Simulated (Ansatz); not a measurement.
`CC/N=C\F` + H₂O → `OC/N=C\F` + CH₄ at 600 K and 1 bar (formal hydrolysis of a C–C bond).

Program: Ansatz. Geometries: PBE0-D4/def2-TZVP. ΔE: electronic, gas phase. CBS: MP2 limit from def2 TZ/QZ plus the TZ coupled-cluster correction, frozen cores. This one scheme is used for every species. Double bonds are as drawn, so ΔE can hold a change between cis and trans. Each species was taken in one conformer, which may not be the lowest.

```json
{"species": "`CC/N=C\\F`", "CCSD(T)/CBS energy (Eh)": "-272.23871", "H − E (kJ/mol)": "289.3", "S (J/(mol·K))": "399.0"}
{"species": "H₂O", "CCSD(T)/CBS energy (Eh)": "-76.37941", "H − E (kJ/mol)": "76.8", "S (J/(mol·K))": "212.8"}
{"species": "`OC/N=C\\F`", "CCSD(T)/CBS energy (Eh)": "-308.14320", "H − E (kJ/mol)": "223.5", "S (J/(mol·K))": "384.3"}
{"species": "CH₄", "CCSD(T)/CBS energy (Eh)": "-40.46206", "H − E (kJ/mol)": "140.4", "S (J/(mol·K))": "215.7"}
```

H − E and S are ideal-gas, rigid-rotor, harmonic terms from PBE0-D4/def2-TZVP, for one conformer and one mirror image of each species. 1 Eh = 2625.50 kJ/mol, R = 8.31446 J/(mol·K).

**Question.** By hand: ΔE, ΔH, ΔS and ΔG.

**Answer.** ΔE = (-308.14320) + (-40.46206) − (-272.23871) − (-76.37941) = 0.01286 Eh = 33.8 kJ/mol. Δ(H − E) = 223.5 + 140.4 − 289.3 − 76.8 = -2.2, so ΔH = 31.6 kJ/mol. ΔS = 384.3 + 215.7 − 399.0 − 212.8 = -11.8 J/(mol·K). ΔG = 31.6 − 600 × (-11.8)/1000 = 38.7 kJ/mol.

**Question.** By hand: the equilibrium constant, and the temperature at which ΔG would vanish if ΔH and ΔS stayed fixed.

**Answer.** log₁₀ K = −ΔG/(RT ln 10) = -3.4. ΔH and −TΔS have one sign here, so there is no such temperature.

The number of gas molecules stays the same, so ΔS is small and ΔH decides. A doubt of 5 kJ/mol in ΔE shifts log₁₀ K by 0.4 here. Other conformers and mirror images would add mixing entropy, several J/(mol·K) or more a flexible species. Modes under 60 cm⁻¹, often nearly free rotors, make the harmonic entropy too high. These are equilibria of isolated gas molecules and say nothing of rates. Largest T1 diagnostic: 0.013 (customary marks: 0.02 for closed shells, 0.045 for open ones).

ΔS is within the doubt of such terms, so its sign, and with it that verdict, could turn.
